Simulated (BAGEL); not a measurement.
# H2S2 (SMILES SS): FCI/STO-3G (density fitting with cc-pvqz-jkfit)

What is the energy change on altering one bond length of H2S2 at FCI/STO-3G (density fitting with cc-pvqz-jkfit)? 

The results are computed with BAGEL 1.2.2.

7 further runs of the same task are left out: 7 set aside as unsound or not needed.

## Step 1: The molecule

H2S2 has 4 atoms, charge 0, and is taken as a singlet. As SMILES, `SS`. The coordinates come from a PBE0-D4/def2-TZVP relaxation.

Bond lengths: S1–S2 2.046 Å, S1–H3 1.347 Å, S2–H4 1.347 Å. Angles: S1–S2–H4 98.6°, S2–S1–H3 98.6°.

## Step 2: A single-point energy at FCI/STO-3G (density fitting with cc-pvqz-jkfit)

Input file calc.json:

```json
{ "bagel" : [

{
  "title" : "molecule",
  "basis" : "sto-3g",
  "df_basis" : "cc-pvqz-jkfit",
  "angstrom" : true,
  "geometry" : [
    { "atom" : "S", "xyz" : [       0.784480,      -0.789210,       0.166690 ] },
    { "atom" : "S", "xyz" : [       0.060220,       1.121560,       0.067360 ] },
    { "atom" : "H", "xyz" : [      -0.225420,      -1.352590,       0.856880 ] },
    { "atom" : "H", "xyz" : [      -0.619290,       1.020250,      -1.090950 ] }
  ]
},

{ "title" : "hf" },

{ "title" : "fci", "nstate" : 1, "ncore" : 10 }

]}
```

Started as:

```sh
BAGEL_NUM_THREADS=1 BAGEL calc.json > calc.out
```

Output:

```text
* using 1 threads per process

  ===============================================================
  ===============================================================

  *** Geometry ***

  { "atom" : "S", "xyz" : [      1.482452,     -1.491391,      0.314998 ] },
  { "atom" : "S", "xyz" : [      0.113799,      2.119441,      0.127292 ] },
  { "atom" : "H", "xyz" : [     -0.425982,     -2.556025,      1.619269 ] },
  { "atom" : "H", "xyz" : [     -1.170288,      1.927993,     -2.061597 ] },

  Number of auxiliary basis functions:      398

  Since a DF basis is specified, we compute 2- and 3-index integrals:
    o Being stored without compression. Storage requirement is 0.001 GB

  Number of basis functions:       20
  Number of electrons      :       34

    * METHOD: MOLECULE                             0.10

  *** RHF ***

  === Nuclear Repulsion ===
    85.4431433822

      * DIIS with orbital gradients will be used.

  === RHF iteration (sto-3g) ===
      0       -787.47476780          0.00902076           0.01
      1       -787.49021916          0.00116589           0.01
      2       -787.49049686          0.00016614           0.01
      3       -787.49050518          0.00002605           0.01
      4       -787.49050555          0.00000840           0.01
      5       -787.49050559          0.00000144           0.01
      6       -787.49050560          0.00000026           0.01
      7       -787.49050560          0.00000005           0.01
      8       -787.49050560          0.00000000           0.01
    * SCF iteration converged.

    * Permanent dipole moment:
           (    0.401833,     0.158099,     0.111341) a.u.

    * METHOD: HF                                   0.11

  ---------------------------
        FCI calculation
  ---------------------------

  Performs exactly the same way as Knowles & Handy 1984 CPL

  o alpha-beta strings
      length:           240
  o size of the space
      determinant space:  14400
      spin-adapted space: 4950

  o single displacement lists (alpha)
      length:          3360
  o single displacement lists (beta)
      length:          3360

     guess   0:   closed 1111111...           open ..........

  === FCI iteration ===

      0  0      -787.49050560     2.49e-03      0.02
      1  0      -787.55428221     8.24e-04      0.02
      2  0      -787.55938181     2.68e-04      0.02
      3  0      -787.55982221     9.74e-05      0.02
      4  0      -787.55987448     3.52e-05      0.02
      5  0      -787.55988198     1.30e-05      0.02
      6  0      -787.55988309     4.47e-06      0.02
      7  0      -787.55988320     1.40e-06      0.02
      8  0      -787.55988321     5.00e-07      0.02
      9  0      -787.55988322     1.67e-07      0.02
     10  0      -787.55988322     7.02e-08      0.02
     11  0      -787.55988322     2.45e-08      0.02
     12  0      -787.55988322     7.30e-09      0.02
     13  0      -787.55988322     2.73e-09      0.02
     14  0      -787.55988322     1.12e-09      0.02
     15  0      -787.55988322     4.03e-10      0.02
     16  0      -787.55988322     1.27e-10      0.02
     17  0 *    -787.55988322     4.77e-11      0.01

     * ci vector, state   0, <S^2> = -0.0000
       2222222...    -0.9709367160
       2222.222..     0.0965394859

    * METHOD: FCI                                  0.29

  ===============================================================
```

Wall time 0.62 s (1 thread of Arm Neoverse V1, shared host).

## Step 3: The distorted shape at the same level

Input file input.json:

```json
{ "bagel": [

{
  "title": "molecule",
  "basis": "sto-3g",
  "df_basis": "cc-pvqz-jkfit",
  "angstrom": "true",
  "geometry": [
    { "atom": "S", "xyz": [    1.328082,   -0.708163,    1.093327 ] },
    { "atom": "S", "xyz": [    0.603822,    1.202607,    0.993997 ] },
    { "atom": "H", "xyz": [    0.318182,   -1.271543,    1.783517 ] },
    { "atom": "H", "xyz": [   -0.619290,    1.020250,   -1.090950 ] }
  ]
},
{
  "title": "hf"
},
{
  "title": "fci",
  "nstate": 1,
  "ncore": 10
}

]}
```

Started as:

```sh
BAGEL_NUM_THREADS=1 BAGEL input.json > input.out
```

Output:

```text
* using 1 threads per process

  ===============================================================
  ===============================================================

  *** Geometry ***

  { "atom" : "S", "xyz" : [      2.509711,     -1.338234,      2.066089 ] },
  { "atom" : "S", "xyz" : [      1.141058,      2.272598,      1.878382 ] },
  { "atom" : "H", "xyz" : [      0.601277,     -2.402868,      3.370359 ] },
  { "atom" : "H", "xyz" : [     -1.170288,      1.927993,     -2.061597 ] },

  Number of auxiliary basis functions:      398

  Since a DF basis is specified, we compute 2- and 3-index integrals:
    o Being stored without compression. Storage requirement is 0.001 GB

  Number of basis functions:       20
  Number of electrons      :       34

    * METHOD: MOLECULE                             0.09

  *** RHF ***

  === Nuclear Repulsion ===
    81.8681029229

      * DIIS with orbital gradients will be used.

  === RHF iteration (sto-3g) ===
      0       -787.23065393          0.01082463           0.01
      1       -787.26031411          0.00383628           0.01
      2       -787.26347607          0.00124255           0.01
      3       -787.26420010          0.00062600           0.01
      4       -787.26435904          0.00028801           0.01
      5       -787.26439241          0.00002705           0.01
      6       -787.26439265          0.00000516           0.01
      7       -787.26439267          0.00000141           0.01
      8       -787.26439267          0.00000064           0.01
      9       -787.26439267          0.00000024           0.01
     10       -787.26439267          0.00000011           0.01
     11       -787.26439267          0.00000006           0.01
     12       -787.26439267          0.00000003           0.01
     13       -787.26439267          0.00000001           0.01
     14       -787.26439267          0.00000001           0.01
    * SCF iteration converged.

    * Permanent dipole moment:
           (    0.115370,     0.229962,    -0.338921) a.u.

    * METHOD: HF                                   0.14

  ---------------------------
        FCI calculation
  ---------------------------

  Performs exactly the same way as Knowles & Handy 1984 CPL

  o alpha-beta strings
      length:           240
  o size of the space
      determinant space:  14400
      spin-adapted space: 4950

  o single displacement lists (alpha)
      length:          3360
  o single displacement lists (beta)
      length:          3360

     guess   0:   closed 1111111...           open ..........

  === FCI iteration ===

      0  0      -787.26439267     2.88e-03      0.02
      1  0      -787.41451697     1.57e-03      0.01
      2  0      -787.43764041     7.89e-04      0.01
      3  0      -787.44217622     3.24e-04      0.01
      4  0      -787.44297221     1.27e-04      0.01
      5  0      -787.44311927     5.71e-05      0.01
      6  0      -787.44315278     3.17e-05      0.01
      7  0      -787.44316207     1.69e-05      0.01
      8  0      -787.44316442     7.81e-06      0.01
      9  0      -787.44316500     4.04e-06      0.02
     10  0      -787.44316515     2.02e-06      0.02
     11  0      -787.44316518     9.80e-07      0.02
     12  0      -787.44316519     5.19e-07      0.01
     13  0      -787.44316519     2.67e-07      0.02
     14  0      -787.44316519     1.51e-07      0.02
     15  0      -787.44316519     1.29e-07      0.02
     16  0      -787.44316519     1.08e-07      0.02
     17  0      -787.44316519     6.87e-08      0.02
     18  0      -787.44316519     3.63e-08      0.02
     19  0      -787.44316519     1.65e-08      0.02
    ** throwing out 1 trial vectors **
     20  0      -787.44316519     7.61e-09      0.02
    ** throwing out 1 trial vectors **
     21  0      -787.44316519     3.44e-09      0.02
    ** throwing out 1 trial vectors **
     22  0      -787.44316519     1.48e-09      0.02
    ** throwing out 1 trial vectors **
     23  0      -787.44316519     5.74e-10      0.02
    ** throwing out 1 trial vectors **
     24  0      -787.44316519     2.24e-10      0.02
    ** throwing out 1 trial vectors **
     25  0 *    -787.44316519     8.95e-11      0.01

     * ci vector, state   0, <S^2> = -0.0000
       2222222...    -0.8377306969
       222222.2..     0.4447362149
       2222a2b2..    -0.1371706821
       2222b2a2..    -0.1371706821
       222.222.2.     0.0898258609
       22.2222..2     0.0729269509
       2222.222..     0.0517268471

    * METHOD: FCI                                  0.40

  ===============================================================
```

Wall time 0.77 s (1 thread of Arm Neoverse V1, shared host).

## Step 4: Summary of results

At FCI/STO-3G (density fitting with cc-pvqz-jkfit), 10 core orbitals frozen:

```
                                                         quantity          value
                                        first shape: total energy  -787.55988 Eh
                                    distorted shape: total energy  -787.44317 Eh
energy change with the S2–H4 bond stretched from 1.347 to 2.424 Å       3.176 eV
```

With the S2–H4 bond stretched from 1.347 to 2.424 Å the energy rises by 3.18 eV (306 kJ/mol). The first shape isn't relaxed at this level, so the change isn't measured from a minimum. The minimal basis adds a large error of its own.
